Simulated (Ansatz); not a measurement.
System: hcp Tc. Method: HSE06 in Ansatz (PAW).

Numerical settings: plane-wave cutoff 460 eV, 12×12×6 k mesh (along the axes of the cell as run), Fermi–Dirac smearing 0.05 eV, no spin polarisation, scalar-relativistic PAW data made under PBE.

Computed at the level's own relaxed cell.

**Question.** Estimate the equilibrium lattice constant a and c axis length that the calculation returns.

**Answer.** 
- equilibrium lattice constant a: 2.718 Å
- c axis length: 4.350 Å

Measured, for comparison: lattice constant a 2.741 Å, lattice parameter c 4.399 Å (293 K, no zero-point or thermal correction; as tabulated in Wikipedia's data pages). Computed (rounded) less measured: lattice constant a -0.8 %, lattice parameter c -1.1 %. A static lattice is as a rule a little smaller and stiffer than an uncorrected measurement, which narrows the difference in the lattice constant a, lattice parameter c and would widen misses of the other sign.

The computed numbers hold no vibrational or temperature effects.

The result took very roughly 60 core-minutes.

Ansatz is an electronic-structure program.
